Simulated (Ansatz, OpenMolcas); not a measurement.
# C2H7Si (SMILES C[SiH]C): methods side by side

The species is C2H7Si (10 atoms), meant as a doublet with charge 0. As SMILES, `C[SiH]C`. Geometry: relaxed at PBE0-D4/def2-TZVP.

Each level gives the vertical ionisation energy (to the singlet cation) (eV). The values are calculated.

| level | kind | program | value (eV) | less CCSD(T)/6-311+G** | CPU time (all runs) |
| --- | --- | --- | --- | --- | --- |
| USVWN5/6-311+G** | LDA | Ansatz | 7.61 | +0.05 | 14 s |
| UPBE/6-311+G** | GGA | OpenMolcas | 7.63 | +0.07 | 2.2 min |
| UM06-L/6-311+G** | meta-GGA | OpenMolcas | 7.59 | +0.03 | 2.8 min |
| UTPSS/6-311+G** | meta-GGA | OpenMolcas | 7.71 | +0.15 | 3 min |
| UB3LYP/6-311+G** | global hybrid | OpenMolcas | 7.70 | +0.14 | 2.2 min |
| UBHLYP/6-311+G** | global hybrid | OpenMolcas | 7.68 | +0.12 | 2.1 min |
| UCCSD(T)/6-311+G** | coupled cluster or CI | Ansatz | 7.56 | 0.00 | 2.7 min |
| UCCSD/6-311+G** | coupled cluster or CI | Ansatz | 7.57 | +0.01 | 1.8 min |

UCCSD(T)/6-311+G** is the highest level here, not the true value. The values span 7.56 to 7.71 eV. Times are those of the runs behind each value, whatever else they computed, on shared processors of several kinds: orders of magnitude only.
